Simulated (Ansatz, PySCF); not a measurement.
Gas-phase reaction in SMILES: N (NH3) + H+ -> [NH4+]
Each molecule is optimised on its own at B3LYP-D3(BJ)/def2-TZVP (Ansatz, a quantum-chemistry and plane-wave program).
Geometry of the first species:
```xyz
4

N      0.0022    -0.0038     0.1116
H     -0.0020     0.9512    -0.2281
H      0.8095    -0.4644    -0.2929
H     -0.8232    -0.4600    -0.2599
```
Charge 0, spin multiplicity 1.

Property: proton affinity (enthalpy at 298 K, with B3LYP-D3(BJ) rigid-rotor harmonic-oscillator terms from PySCF), positive where the reaction releases energy, in eV. Cores are frozen in the correlated levels unless marked. Spin-orbit coupling is left out. No relativistic terms. FCI takes restricted orbitals. CBS(X,Y): correlation extrapolated as X^-3; Hartree-Fock from the larger set.

| level | program | proton affinity (eV) |
|---|---|---|
| HF/6-31G* | Ansatz | 9.08 |

Q: What does CCSD(T)/CBS(cc-pVTZ,cc-pVQZ) (Ansatz) give?

A: 8.86 eV, so HF/6-31G* differs from it by 0.22 eV.
